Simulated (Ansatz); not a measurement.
The same path of C₂H₇Al (10 atoms, charge 0, multiplicity 1) was run twice with different band settings. Lost on the way: Al1–H2, Al1–C3. Made: H2–C3.

All numbers below come from Ansatz 0.2.0, RKS PBE0-D4/def2-SVP.

Relaxed end points:

```xyz
10
Properties=species:S:1:pos:R:3
Al 0.126 -0.087 0.462
H -0.217 -0.303 2.008
C 2.008 0.031 -0.068
H 2.554 -0.886 0.215
H 2.153 0.187 -1.148
H 2.516 0.856 0.462
C -1.358 0.038 -0.810
H -1.911 -0.917 -0.852
H -2.093 0.797 -0.492
H -1.041 0.282 -1.837
```

```xyz
10
Properties=species:S:1:pos:R:3
Al -1.376 -1.010 0.917
H 1.616 0.193 1.359
C 2.042 0.244 0.346
H 2.069 -0.763 -0.091
H 1.431 0.905 -0.284
H 3.064 0.640 0.407
C -1.506 -0.181 -0.897
H -2.464 -0.429 -1.392
H -1.443 0.923 -0.854
H -0.697 -0.522 -1.570
```

Common settings: movable images 9; climbing image yes; spring 5.0 eV/Å²; optimiser quadratic models (default); start path through a guess of the saddle point; iteration limit 60; end points relaxed.

| run | force threshold |
| --- | --- |
| 1 | 0.03 eV/Å |
| 2 | 0.2 eV/Å |

**Question.** What does each run give, and how far can it be trusted?

**Answer.** Run 1: converged after 27 iterations, highest image 3.119 eV above the first end. Neighbouring images differ by up to 2.4 eV, so the band resolves the path poorly. A vibrational analysis at the climbing image gives one clearly imaginary mode, 1299i cm⁻¹: a first-order saddle point.
Run 2: converged after 15 iterations, highest image 3.144 eV above the first end. The threshold of 0.2 eV/Å is loose, so the images may lie well off the minimum-energy path. Neighbouring images differ by up to 2.0 eV, so the band resolves the path poorly. The order of the point at the top wasn't checked.
The orbitals stay closed-shell, which can raise the energy where a bond breaks towards radicals; this wasn't checked here.
